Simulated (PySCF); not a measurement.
# Molecular orbitals of AlSi

B3LYP at R = 2.430 Å; Al aug-pcseg-1, Si aug-pcseg-1; no relativity (PySCF 2.14). State: ⁴Σ⁻ (quartet), unpaired electrons σ ↑, π ↑↑. Only the outer orbitals are listed, counted within each symmetry.

| spin | orbital | occ. | ε (eV) | on Al (%) | main shells (%) |
| --- | --- | --- | --- | --- | --- |
| α | 7σ | 1 | -13.20 | 17 | 80 Si s, 14 Al s |
| α | 8σ | 1 | -8.75 | 66 | 67 Al s, 19 Si s, 14 Si p |
| α | 9σ | 1 | -5.52 | 54 | 45 Si p, 37 Al p, 17 Al s |
| α | 3π | 1 | -5.51 | 17 | 81 Si p, 17 Al p |
| α | 3π | 1 | -5.51 | 17 | 81 Si p, 17 Al p |
| α | 4π | 0 | -1.82 | 77 | 74 Al p, 20 Si p |
| α | 4π | 0 | -1.82 | 77 | 74 Al p, 20 Si p |
| β | 7σ | 1 | -11.37 | 33 | 65 Si s, 28 Al s |
| β | 8σ | 1 | -7.52 | 68 | 68 Al s, 26 Si s |
| β | 9σ | 0 | -3.15 | 50 | 44 Si p, 39 Al p, 11 Al s |
| β | 3π | 0 | -3.07 | 42 | 56 Si p, 42 Al p |
| β | 3π | 0 | -3.07 | 42 | 56 Si p, 42 Al p |

Task: Which are the highest filled and the lowest empty level, where do they sit, and how wide is the gap?

Result: Highest filled α 3π at -5.51 eV (in %: 81 Si p, 17 Al p); lowest empty β 9σ at -3.15 eV (in %: 44 Si p, 39 Al p, 11 Al s); the gap at B3LYP is 2.36 eV.

```json
{
 "bond order (Mayer)": "0.99",
 "⟨S²⟩": "3.752",
 "charge on Al (Mulliken, basis-dependent)": "0.29",
 "charge on Al (Löwdin, basis-dependent)": "0.22",
 "dipole moment (positive dipole means Al(−)Si(+))": "-1.39 D",
 "polarisability along the bond": "132.6 bohr³",
 "polarisability across the bond": "71.0 bohr³"
}
```

The state is the lowest determinant that a PBE0 search found; another state may lie lower at other levels.
